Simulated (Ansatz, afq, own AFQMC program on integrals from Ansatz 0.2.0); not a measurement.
**B2H2⁺, doublet in cc-pVDZ, levels against CCSDT(Q)**

```xyz
4

B     0.0000    0.0000    0.7529
B     0.0000    0.0000   -1.0096
H     0.0000    1.0240    1.3765
H     0.0000   -1.0240    1.3765
```

Connectivity, by distances: BH2–B.

Basis cc-pVDZ. Only valence electrons are correlated. Ansatz 0.2.0 and our own AFQMC program on the same integrals; the CISD trial comes from CCSD amplitudes, and released means the phaseless constraint is let go. Free projection: walkers drawn from exp(T), propagated without any constraint. Its projection time is finite, and what remains of the start isn't in its error. Error bars are statistical, one sigma.

Determinant: UHF, the one that the program's search chose, which needn't be the lowest solution. The geometry is a PBE0/def2-TZVP stationary point of this or a neighbouring charge and spin state.

No full CI on the walks' own integrals is used here; CCSDT(Q) serves as the reference and is uncertain by about the last step of the cluster series.

Cautions: the released energies move by 1.5 errors or more from one time to the next, so no released level is given (meV from the phaseless value at times in 1/Eh: -9 ± 7 at 0.24, 2 ± 6 at 0.51, -6 ± 7 at 0.99, 3 ± 7 at 1.62, -18 ± 7 at 2.40).

```
T1 diagnostic                               : 0.0204
weight of the determinant in the CISD state : 0.910
⟨S²⟩ of the determinant                     : 0.757
size of the correlated space                : 7 electrons in 36 orbitals
```

Reference: CCSDT(Q), correlation energy -3.763 eV.

```tsv
level	E − E(reference) (kcal/mol)	share of correlation (%)
HF	86.77	0.00
MP2	23.10	73.38
CCSD	2.50	97.12
CCSD(T)	0.64	99.26
CCSDT	0.07	99.92
ph-AFQMC/HF	0.43 ± 0.87	99.50
ph-AFQMC/CISD	0.04 ± 0.13	99.95
free AFQMC	-0.20 ± 0.21	100.23
```

Free projections are given only where their last times agree within the noise and don't stop above the reference; a slow remainder of the start can still hide under it. A walk keeps the symmetry of its determinant, which the program's search chose and which needn't be the lowest solution, so a lower state of the same spin and another symmetry isn't excluded.
